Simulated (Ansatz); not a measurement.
# AlCP (triplet): wave-function methods side by side, def2-TZVPP

One table from this session's results is given with a row withheld; the runs are named, their logs left out.

Program: Ansatz 0.2.0, Gaussian basis. Level of theory: def2-TZVPP, core rule «outside noble gas», up to 11 orbitals frozen. These are calculated values, not measurements.

To be run: UHF; ROHF; CCSD(T) on UHF.

2 further runs of the same task are left out: 2 set aside as unsound or not needed.

### The system

The geometry is a PBE0/def2-TZVP stationary point (not a proven minimum) of the parent state, kept for this charge and spin.

3 atoms, charge 0, spin multiplicity 3.

Atoms are counted from 1 here; the program's logs count them from 0.

Bond lengths: Al1–C3 1.984 Å, P2–C3 1.554 Å. Angles: Al1–C3–P2 180.0°.

As a file:

```
atom    x (Å)    y (Å)     z (Å)
 Al1  0.00000  0.00000   1.84055
  P2  0.00000  0.00000  -1.69705
  C3  0.00000  0.00000  -0.14350
```

Set-up of the first run:

in.yaml

```yaml
crystal:
  periodic: [false, false, false]
  atoms:
    - {symbol: Al, position_ang: [0.000000, 0.000000, 1.840546]}
    - {symbol: P, position_ang: [0.000000, 0.000000, -1.697047]}
    - {symbol: C, position_ang: [0.000000, 0.000000, -0.143499]}
basis:
  gaussian: {orbitals: def2-TZVPP}
magnetization: {spin_polarized: true, initial_magnetization: 2}
hamiltonian: {xc: hf}
output: {orbitals: {seedname: orbitals}}
```

Started as:

```sh
$ ansatz run in.yaml --threads 1 --pin off --events-out ev --progress --plain --max-ram 2560MiB --backend cpu
```

Among the steps run: UHF; ROHF; CCSD(T) on UHF.

One table of the session follows, with a row left open; its other results are not shown here.

```
  method  from UCCSD(T) (meV)
    ROHF                    ?
     UHF              +9551.6
    UMP2              +1782.6
   UCCSD               +634.5
UCCSD(T)                    0
```

Q: Estimate the row for ROHF from the others.

**Answer.** from UCCSD(T) (meV): +9749.8. In the column «from UCCSD(T) (meV)» it is the highest.
